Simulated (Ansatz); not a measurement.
Start from `CC1(F)CO1` and change one atom or group to get `FC1CO1`.

Ansatz, PBE0-D4/def2-TZVP geometries, multiplicity 1. 

| property | `CC1(F)CO1` |
| --- | --- |
| LUMO energy (B3LYP/def2-TZVPP) / eV | 1.08 |
| HOMO energy (PBE0/def2-TZVPP) / eV | -8.51 |
| HOMO energy (PBE/def2-TZVPP) / eV | -6.82 |
| HOMO–LUMO gap (ωB97M-V/def2-TZVPP) / eV | 13.79 |
| LUMO energy (PBE0/def2-TZVPP) / eV | 1.46 |
| HOMO energy (ωB97M-V/def2-TZVPP) / eV | -10.93 |

Q: What does the change do to each property? (Estimate.)

A: Computed: 
| property | `FC1CO1` | shift |
| --- | --- | --- |
| LUMO energy (B3LYP/def2-TZVPP) / eV | 1.34 | 0.26 |
| HOMO energy (PBE0/def2-TZVPP) / eV | -8.70 | -0.19 |
| HOMO energy (PBE/def2-TZVPP) / eV | -7.01 | -0.19 |
| HOMO–LUMO gap (ωB97M-V/def2-TZVPP) / eV | 14.40 | 0.61 |
| LUMO energy (PBE0/def2-TZVPP) / eV | 1.72 | 0.26 |
| HOMO energy (ωB97M-V/def2-TZVPP) / eV | -11.13 | -0.20 |

With PBE0 the HOMO falls by 0.19 eV and the LUMO rises by 0.26 eV, so the gap widens by about 0.45 eV. PBE moves the HOMO by -0.19 eV and ωB97M-V by -0.20 eV. The zero-point energy changes by -72.4 kJ/mol with -9 modes.

B3LYP here is the variant with VWN-RPA as its local correlation; programs differ in this.
